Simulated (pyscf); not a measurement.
Single points on ωB97X-D3(BJ)/def2-SVP structures (PySCF, gas phase).

Task: For the elementary gas-phase step H₃C–Al(CH₃)–NH₂ + H atom (H•) -> [H₃C–Al(CH₃)–NH]• + hydrogen (H₂) (doublet surface; H–N broken, H–H formed), what barrier and reaction energy does PBE0-D3(BJ)/def2-TZVP give, measured from the separated reactants?

Result: ΔE‡ = 71.4 kJ/mol, ΔE = +57.8 kJ/mol. ωB97M-D3(BJ)/def2-TZVP gives 79.3 kJ/mol and +53.0 kJ/mol. Zero-point energy shifts the barrier by -6.2 kJ/mol. It is a hydrogen abstraction, with an imaginary mode of 985i cm⁻¹. This is the saddle that the search found; another between the same sides may lie lower. The angle at the transferred H is 160°.
